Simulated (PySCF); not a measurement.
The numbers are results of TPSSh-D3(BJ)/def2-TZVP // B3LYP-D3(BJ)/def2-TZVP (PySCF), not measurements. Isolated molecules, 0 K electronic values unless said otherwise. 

Reference species (SMILES): `[Si](F)(F)(F)O` (neutral, multiplicity 1).

The HOMO is -9.65 eV and the HOMO–LUMO gap comes out as 9.47 eV.

Changed species: `F[Si](F)(F)F` (0 of 4 F replaced by OH; the reference has 1 of 4 F replaced by OH).

**Question.** Predict the effect on the HOMO and HOMO–LUMO gap.

**Answer.** the HOMO falls by 1.93 eV, to -11.58 eV; the HOMO–LUMO gap goes up by 2.17 eV, to 11.64 eV.
